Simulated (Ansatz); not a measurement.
Sr₂ScSbO₆ (P2₁/c, No. 14; cell taken from a computed entry) was calculated with r²SCAN in Ansatz (PAW).

Numerical settings: plane-wave cutoff 560 eV, 8×6×4 k mesh (along the axes of the cell as run), Fermi–Dirac smearing 0.01 eV, scalar-relativistic PAW data made under PBE.

Cell (relaxed with PBEsol):

```
ScSr2O6Sb
1.0
    5.67768     0.00000    -0.00032
    0.00000     5.67775     0.00000
   -5.66825     0.00000     8.01468
Sr Sc Sb O
4 2 2 12
Cartesian
  2.86902   2.71429   2.00495
 -2.85960   2.96346   6.00940
 -0.02547   5.55316   2.00206
  0.03490   0.12458   6.01229
  0.00471   2.83887   4.00718
  2.83884   0.00000  -0.00016
 -2.83413   0.00000   4.00734
  0.00000   2.83887   0.00000
 -1.29838   1.23871   3.74724
  1.30780   4.43904   4.26712
  4.14193   4.07759   0.25978
 -4.13251   1.60016   7.75458
  4.44695   1.29601   0.26196
 -4.43752   4.38174   7.75240
 -1.60340   4.13488   3.74506
  1.61282   1.54286   4.26929
  2.48994   0.05837   2.04958
 -2.48052   5.61938   5.96478
  0.35361   2.89725   1.95744
 -0.34418   2.78050   6.05692
```

### Question
Estimate the band gap and smallest direct gap on the k points sampled that the calculation returns.

### Answer

band gap: 4.47 eV
smallest direct gap on the k points sampled: 4.51 eV

Note: cell and atoms aren't relaxed at this level (largest force component 0.30 eV/Å, pressure 1.0 GPa).

Spin–orbit coupling is not included.

Ansatz is an electronic-structure program.
